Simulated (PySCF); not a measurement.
# C3H4O: the cost of one run

Programs: PySCF 2.14.0, with routines of our own; each step states its level. All values are computed. Atoms count from 0.

## 1. The starting structure

8 atoms, charge -1, multiplicity 2; geometry from: GFN2-xTB.

## 2. Open-shell or spin-flip excitations: unrestricted TDDFT wB97X-D/def2-SVPD in water

Job settings and geometry (Å):

```
{"job": {"kind": "uabs", "xc": "wB97X-D", "basis": "def2-SVPD", "nstates": 10, "tda": false, "solvent": "water", "pol": false}, "charge": -1, "multiplicity": 2}
C     -1.209463     0.042080     0.333618
C     -0.063983     0.221207    -0.421475
C      1.220574    -0.181992    -0.057251
O      2.292170    -0.034297    -0.724251
H     -2.177418     0.379086    -0.007505
H     -1.176277    -0.444842     1.296710
H     -0.164363     0.718877    -1.383747
H      1.287816    -0.690708     0.939337
```

Level: unrestricted TDDFT wB97X-D/def2-SVPD, vertical, IEF-PCM water (non-equilibrium linear response), core orbitals frozen in the response.

The run is started by

```console
$ OMP_NUM_THREADS=1 python excited_run.py task.json out
```

One launch serves the whole session: the jobs run in the order shown.

Q: Estimate the wall time and peak memory of this first job on 1 thread of Arm Neoverse V1, shared host.

About 14 s, with a peak of 0.5 GiB.
